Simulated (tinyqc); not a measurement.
Inside a calculation. Method: ROHF in the sto-3g basis, for NH, spin multiplicity 3. One step of it, computed by the program tinyqc.

Task: Iteration 1: diagonalisation and new density. Diagonalise F' = X^T F X, C = X C', fill 5 alpha and 3 beta electrons from the bottom; D(s) = C_occ C_occ^T. Each column has its largest component positive (the first on a tie).

effective F (hartree):
```
             1N 1s      1N 2s     1N 2px     1N 2py     1N 2pz      2H 1s
1N 1s   -16.186293  -3.882095   0.001864  -0.019244  -0.055488  -0.246981
1N 2s    -3.882095  -2.164560   0.036825   0.074665   0.199088  -0.164774
1N 2px    0.001864   0.036825  -0.512828  -0.020562   0.027505  -0.053129
1N 2py   -0.019244   0.074665  -0.020562  -0.519283   0.259673   0.096565
1N 2pz   -0.055488   0.199088   0.027505   0.259673  -0.455348  -0.144808
2H 1s    -0.246981  -0.164774  -0.053129   0.096565  -0.144808  -0.166059
```

X:
```
            1N 1s      1N 2s    1N 2px    1N 2py     1N 2pz      2H 1s
1N 1s    1.021905  -0.123988  0.000000  0.000000  -0.002335   0.011832
1N 2s   -0.123988   1.039191  0.000000  0.000000   0.018530  -0.110552
1N 2px   0.000000   0.000000  1.000000  0.000000   0.000000   0.000000
1N 2py   0.000000   0.000000  0.000000  1.000000   0.000000   0.000000
1N 2pz  -0.002335   0.018530  0.000000  0.000000   1.019512  -0.116915
2H 1s    0.011832  -0.110552  0.000000  0.000000  -0.116915   1.036481
```

Give: F' = X^T F X; orbital energies; coefficients C; D(alpha) after iteration 1; D(beta) after iteration 1.

Result:

F' = X^T F X (hartree):
```
         1       2       3       4       5       6
1  -15.958  -1.830  -0.003  -0.028  -0.087  -0.013
2   -1.830  -1.549   0.044   0.074   0.213   0.014
3   -0.003   0.044  -0.513  -0.021   0.035  -0.062
4   -0.028   0.074  -0.021  -0.519   0.255   0.061
5   -0.087   0.213   0.035   0.255  -0.433  -0.105
6   -0.013   0.014  -0.062   0.061  -0.105  -0.131
```

orbital energies (hartree): MO1 -16.187, MO2 -1.375, MO3 -0.748, MO4 -0.519, MO5 -0.194, MO6 -0.080

coefficients C:
```
           MO1     MO2     MO3     MO4     MO5     MO6
1N 1s    0.999  -0.242   0.032  -0.011  -0.044   0.032
1N 2s    0.006   1.017  -0.122   0.036   0.149  -0.186
1N 2px   0.000  -0.044   0.136   0.976  -0.025  -0.163
1N 2py   0.001  -0.019   0.763  -0.112   0.624  -0.126
1N 2pz   0.004  -0.208  -0.594   0.000   0.613  -0.531
2H 1s   -0.002  -0.115  -0.083   0.176   0.326   0.971
```

D(alpha) after iteration 1:
```
         1N 1s   1N 2s  1N 2px  1N 2py  1N 2pz   2H 1s
1N 1s    1.059  -0.251   0.005   0.004   0.008   0.007
1N 2s   -0.251   1.073  -0.030  -0.023  -0.048  -0.052
1N 2px   0.005  -0.030   0.974  -0.020  -0.086   0.158
1N 2py   0.004  -0.023  -0.020   0.984  -0.067   0.122
1N 2pz   0.008  -0.048  -0.086  -0.067   0.771   0.273
2H 1s    0.007  -0.052   0.158   0.122   0.273   0.158
```

D(beta) after iteration 1:
```
         1N 1s   1N 2s  1N 2px  1N 2py  1N 2pz   2H 1s
1N 1s    1.057  -0.244   0.015   0.030   0.035   0.024
1N 2s   -0.244   1.050  -0.061  -0.113  -0.139  -0.107
1N 2px   0.015  -0.061   0.020   0.105  -0.072  -0.006
1N 2py   0.030  -0.113   0.105   0.582  -0.449  -0.061
1N 2pz   0.035  -0.139  -0.072  -0.449   0.396   0.073
2H 1s    0.024  -0.107  -0.006  -0.061   0.073   0.020
```
